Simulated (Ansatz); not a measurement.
Ansatz (an electronic-structure program) input file for ethylene cation (C₂H₄), SMILES C=C (connectivity only; charge and spin as stated), charge +1, multiplicity 2, PBE-D3(BJ)/def2-TZVP. 

Ansatz 0.2 input:
```yaml
crystal:
  periodic: [false, false, false]
  atoms:
    - {symbol: C, position_ang: [0.69378903, -0.00000000, -0.00000000]}
    - {symbol: C, position_ang: [-0.69378903, 0.00000000, 0.00000000]}
    - {symbol: H, position_ang: [1.25712066, -0.90358158, -0.23095213]}
    - {symbol: H, position_ang: [1.25712067, 0.90358158, 0.23095213]}
    - {symbol: H, position_ang: [-1.25712066, 0.90358158, -0.23095213]}
    - {symbol: H, position_ang: [-1.25712067, -0.90358158, 0.23095212]}
basis:
  gaussian:
    orbitals: def2-TZVP
hamiltonian:
  xc: pbe
  dispersion: d3bj
total_charge: 1
magnetization: {spin_polarized: true, initial_magnetization: 1}
relax: {f_tol: 0.002, max_steps: 200}
```

It prints:

```
WARN ansatz: RAYON_NUM_THREADS=1 ignored (pool sized by the plan → 1); use --threads N
Functional definition: PBE
integrals: 0.01 GiB planned
536 factors; their error is unknown
mean field: 0.20 GiB planned
mean field evaluation 1: about -2117.4381 eV, gradient 4.2e1 eV
mean field evaluation 2: about -2114.5708 eV, gradient 4.6e1 eV
mean field evaluation 4: about -2125.7899 eV, gradient 6.8e-1 eV
mean field evaluation 8: about -2125.7621 eV, gradient 5.6e-3 eV
mean field evaluation 16: about -2125.7621 eV, gradient 4.0e-6 eV
mean field -2125.76209071 eV, -78.1203159404 hartree, gradient 4.0e-6 eV, S^2 0.753756; 0 other end points of the search recorded, 0 dependent functions left out
the calculation of the forces begins
reference -2125.76212109 eV, -78.1203170568 hartree; 8, 7 occupied and 78, 79 virtual orbitals, 536 factors
relax step   1: F+E_penalty+E_count = -2125.82573299 eV  Δ(F+E_penalty+E_count) = +0.000e0 eV  max|allowed force component| = 2.658e-1 eV/Å  Δτ_max = 0.0000 Å  (28 SCF iters, accepted)
these checks for a lower state are left out or cut short: starts, cluster_reference, orbital_swaps, neighbouring_geometries, increment
integrals: 0.01 GiB planned
536 factors; their error is unknown
mean field: 0.20 GiB planned
mean field -2125.77277744 eV, -78.1207086704 hartree, gradient 4.7e-6 eV, S^2 0.754137; 0 other end points of the search recorded, 0 dependent functions left out
the calculation of the forces begins
reference -2125.77280786 eV, -78.1207097883 hartree; 8, 7 occupied and 78, 79 virtual orbitals, 536 factors
relax step   2: F+E_penalty+E_count = -2125.83632306 eV  Δ(F+E_penalty+E_count) = -1.059e-2 eV  max|allowed force component| = 4.372e-1 eV/Å  Δτ_max = 0.0627 Å  (30 SCF iters, accepted)
these checks for a lower state are left out or cut short: starts, cluster_reference, orbital_swaps, neighbouring_geometries, increment
integrals: 0.01 GiB planned
536 factors; their error is unknown
mean field: 0.20 GiB planned
mean field evaluation 32: about -2125.7758 eV, gradient 6.5e-6 eV
mean field -2125.77584625 eV, -78.1208214472 hartree, gradient 6.5e-6 eV, S^2 0.754009; 0 other end points of the search recorded, 0 dependent functions left out
the calculation of the forces begins
reference -2125.77587668 eV, -78.1208225655 hartree; 8, 7 occupied and 78, 79 virtual orbitals, 536 factors
relax step   3: F+E_penalty+E_count = -2125.83937821 eV  Δ(F+E_penalty+E_count) = -3.055e-3 eV  max|allowed force component| = 1.395e-1 eV/Å  Δτ_max = 0.0266 Å  (30 SCF iters, accepted)
these checks for a lower state are left out or cut short: starts, cluster_reference, orbital_swaps, neighbouring_geometries, increment
integrals: 0.01 GiB planned
536 factors; their error is unknown
mean field: 0.20 GiB planned
mean field -2125.77619893 eV, -78.1208344080 hartree, gradient 6.7e-6 eV, S^2 0.754036; 0 other end points of the search recorded, 0 dependent functions left out
the calculation of the forces begins
reference -2125.77622936 eV, -78.1208355261 hartree; 8, 7 occupied and 78, 79 virtual orbitals, 536 factors
relax step   4: F+E_penalty+E_count = -2125.83973159 eV  Δ(F+E_penalty+E_count) = -3.534e-4 eV  max|allowed force component| = 1.210e-1 eV/Å  Δτ_max = 0.0048 Å  (31 SCF iters, accepted)
these checks for a lower state are left out or cut short: starts, cluster_reference, orbital_swaps, neighbouring_geometries, increment
integrals: 0.01 GiB planned
536 factors; their error is unknown
mean field: 0.20 GiB planned
mean field -2125.77646731 eV, -78.1208442707 hartree, gradient 9.7e-6 eV, S^2 0.754059; 0 other end points of the search recorded, 0 dependent functions left out
the calculation of the forces begins
reference -2125.77649773 eV, -78.1208453885 hartree; 8, 7 occupied and 78, 79 virtual orbitals, 536 factors
relax step   5: F+E_penalty+E_count = -2125.84000619 eV  Δ(F+E_penalty+E_count) = -2.746e-4 eV  max|allowed force component| = 1.066e-2 eV/Å  Δτ_max = 0.0041 Å  (29 SCF iters, accepted)
these checks for a lower state are left out or cut short: starts, cluster_reference, orbital_swaps, neighbouring_geometries, increment
integrals: 0.01 GiB planned
536 factors; their error is unknown
mean field: 0.20 GiB planned
mean field -2125.77647810 eV, -78.1208446673 hartree, gradient 6.4e-6 eV, S^2 0.754057; 0 other end points of the search recorded, 0 dependent functions left out
the calculation of the forces begins
reference -2125.77650852 eV, -78.1208457851 hartree; 8, 7 occupied and 78, 79 virtual orbitals, 536 factors
relax step   6: F+E_penalty+E_count = -2125.84001492 eV  Δ(F+E_penalty+E_count) = -8.735e-6 eV  max|allowed force component| = 1.809e-3 eV/Å  Δτ_max = 0.0007 Å  (31 SCF iters, accepted)
integrals: 0.01 GiB planned
536 factors; their error is unknown
mean field: 0.20 GiB planned
mean field evaluation 64: about -2117.2053 eV, gradient 4.2e1 eV
mean field -2125.77647810 eV, -78.1208446673 hartree, gradient 6.4e-6 eV, S^2 0.754057; 1 other end points of the search recorded, 0 dependent functions left out
the calculation of the forces begins
reference -2125.77650852 eV, -78.1208457851 hartree; 8, 7 occupied and 78, 79 virtual orbitals, 536 factors
Total energy: -2125.84004534 eV, -78.1231807201 hartree
Atom 0 at     0.691151     0.000000    -0.000000 Å, force    -0.001809    -0.000000    -0.000000 eV/Å
Atom 1 at    -0.691151    -0.000000    -0.000000 Å, force     0.001809    -0.000000    -0.000000 eV/Å
Atom 2 at     1.265357    -0.898111    -0.274659 Å, force     0.000959    -0.000294     0.000375 eV/Å
Atom 3 at     1.265357     0.898111     0.274659 Å, force     0.000959     0.000294    -0.000375 eV/Å
Atom 4 at    -1.265357     0.898111    -0.274659 Å, force    -0.000959     0.000294     0.000375 eV/Å
Atom 5 at    -1.265357    -0.898111     0.274659 Å, force    -0.000959    -0.000294    -0.000375 eV/Å
Dipole moment:    -0.000000    -0.000000    -0.000000 e Å
```

The run converged.
